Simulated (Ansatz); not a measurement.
Bond stretch in Na2, singlet.

Levels of theory: RKS-PBE = Ansatz (a first-principles code) with restricted PBE/cc-pVTZ; UKS-PBE = unrestricted PBE/cc-pVTZ (Ansatz); RKS-PBE0 = restricted PBE0/cc-pVTZ (Ansatz); FCI = full CI/cc-pVTZ, frozen core (Ansatz).

Energies relative to the lowest point of each curve near equilibrium, in kcal/mol; the last columns give the error against full CI:

| R / Å | RKS-PBE | UKS-PBE | RKS-PBE0 | FCI | RKS-PBE − FCI | UKS-PBE − FCI | RKS-PBE0 − FCI |
|---|---|---|---|---|---|---|---|
| 2.50 | 5.7 | 5.7 | 6.1 | 7.7 | -2.0 | -2.0 | -1.6 |
| 2.65 | 2.9 | 2.9 | 3.1 | 4.3 | -1.4 | -1.4 | -1.2 |
| 2.78 | 1.3 | 1.3 | 1.4 | 2.3 | -1.0 | -1.0 | -0.8 |
| 2.93 | 0.3 | 0.3 | 0.3 | 0.8 | -0.5 | -0.5 | -0.4 |
| 3.01 | 0.1 | 0.1 | 0.1 | 0.3 | -0.3 | -0.3 | -0.3 |
| 3.10 | 0.0 | 0.0 | 0.0 | 0.1 | -0.1 | -0.1 | -0.1 |
| 3.16 | 0.1 | 0.1 | 0.1 | 0.0 | 0.1 | 0.1 | 0.1 |
| 3.29 | 0.4 | 0.4 | 0.4 | 0.1 | 0.3 | 0.3 | 0.3 |
| 3.45 | 1.3 | 1.3 | 1.3 | 0.7 | 0.6 | 0.6 | 0.6 |
| 3.52 | 1.7 | 1.7 | 1.8 | 1.1 | 0.7 | 0.7 | 0.7 |
| 3.81 | 4.0 | 4.0 | 4.2 | 3.0 | 1.0 | 1.0 | 1.2 |
| 4.14 | 7.0 | 7.0 | 7.5 | 5.7 | 1.4 | 1.3 | 1.9 |
| 4.61 | 11.3 | 10.8 | 12.4 | 9.3 | 2.0 | 1.5 | 3.1 |
| 5.09 | 15.2 | 13.7 | 17.0 | 12.2 | 3.1 | 1.5 | 4.8 |
| 5.70 | 19.2 | 15.9 | 21.8 | 14.4 | 4.8 | 1.4 | 7.4 |
| 6.26 | 22.0 | 16.8 | 25.4 | 15.5 | 6.5 | 1.3 | 9.9 |
| 6.77 | 23.8 | 17.2 | 27.9 | 16.0 | 7.8 | 1.2 | 11.9 |
| 7.46 | 25.4 | 17.4 | 30.3 | 16.3 | 9.1 | 1.1 | 14.0 |
| 8.31 | 26.6 | 17.5 | 32.3 | 16.5 | 10.1 | 1.0 | 15.9 |
| 9.24 | 27.2 | 17.5 | 33.6 | 16.5 | 10.7 | 1.0 | 17.1 |

RKS-PBE is furthest from FCI at 9.24 (10.7 kcal/mol, above); its mean absolute error over the points is 3.2 kcal/mol.

UKS-PBE is furthest from FCI at 2.50 (-2.0 kcal/mol, below); its mean absolute error over the points is 1.0 kcal/mol.

RKS-PBE0 is furthest from FCI at 9.24 (17.1 kcal/mol, above); its mean absolute error over the points is 4.7 kcal/mol.

The restricted form behind RKS-PBE, RKS-PBE0 keeps the bonding electrons paired and can't separate into open-shell fragments. The unrestricted determinant behind UKS-PBE is spin-contaminated at 4.14 to 9.24 Å (<S²> up to 1.0, against 0.00 for a pure singlet).
